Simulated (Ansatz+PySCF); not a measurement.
The numbers below are computed, except where a source is named.
This PySCF input gave a total energy of -100.10694 hartree.

```python
from pyscf import gto, scf, cc

mol = gto.M(atom="""
H 0.000000 0.000000 -0.952410
F 0.000000 0.000000 0.105820
""", basis='6-31g', charge=0, spin=0)
mf = scf.UHF(mol)
mf.kernel()
mycc = cc.CCSD(mf, frozen=1).run()
et = mycc.ccsd_t()
print(mf.e_tot, mycc.e_corr, et, mycc.e_tot + et)
```

Task: Write an input for Ansatz with the same method and basis set.

Result:

```yaml
crystal:
  periodic: [false, false, false]
  atoms:
    - { symbol: H, position_ang: [0.0, 0.0, -0.95241] }
    - { symbol: F, position_ang: [0.0, 0.0, 0.10582] }
basis:
  gaussian: { orbitals: "6-31G" }
magnetization:
  spin_polarized: true
hamiltonian:
  xc: hf
correlation:
  method: ccsd_t
  frozen_orbitals: { F: 1, H: 0 }
scf:
  omitted_lower_state_checks: [stability, starts, atomic_configurations, cluster_reference, orbital_swaps, given_window_search, neighbouring_geometries, increment]
```

Ansatz (development build ahead of 0.2.0) gave -100.10694 hartree, 0.05 meV from the first.
